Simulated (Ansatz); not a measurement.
C4H4O2 can be A, `O=C1C=CCO1`, or B, `C#CCC(=O)O`.

Gas-phase electronic energies from Ansatz, PBE0-D4/def2-TZVP geometries. CCSD(T)/CBS is the MP2 limit (def2-TZVPP, def2-QZVPP) plus CCSD(T) − MP2 in def2-TZVPP, frozen cores. Functionals use def2-TZVPP. B3LYP here is the variant with VWN-RPA as its local correlation; programs differ in this. One conformer a species, not always the lowest.

**Question.** Which is lower in electronic energy at CCSD(T)/CBS, and by how much? (Estimate.)

**Answer.** The calculation gave: A, by 100.2 kJ/mol.

**Question.** Give E(B) − E(A) in kJ/mol with CCSD/def2-TZVPP, PBE-D4, B2PLYP, B3LYP-D4, LDA (SPW92), PBE0-D4, CCSD(T)/def2-SVP. (Best estimate.)

**Answer.** Computed: CCSD/def2-TZVPP 99.7, PBE-D4 121.4, B2PLYP 98.9, B3LYP-D4 106.5, LDA (SPW92) 141.4, PBE0-D4 126.0, CCSD(T)/def2-SVP 100.0. None reverses the order clearly.

**Question.** Does the order hold for the free energy at 298.15 K (harmonic terms from PBE0-D4)? (Best estimate.)

**Answer.** Ansatz gave: Yes: G(B) − G(A) = +85.1 kJ/mol, for one conformer each. Modes under 60 cm⁻¹, often nearly free rotors, make the harmonic entropy too high.

Largest T1 diagnostic: 0.015.

From BLYP to BHLYP (50 % exact exchange), in def2-TZVPP and without D4, E(B) − E(A) moves by +13.3 kJ/mol. The D4 term adds +3.8 kJ/mol with B3LYP and +1.7 kJ/mol with PBE0; it sums over pairs of atoms, weighted by their polarisabilities, and B3LYP, whose exchange is more repulsive, gets the larger term.
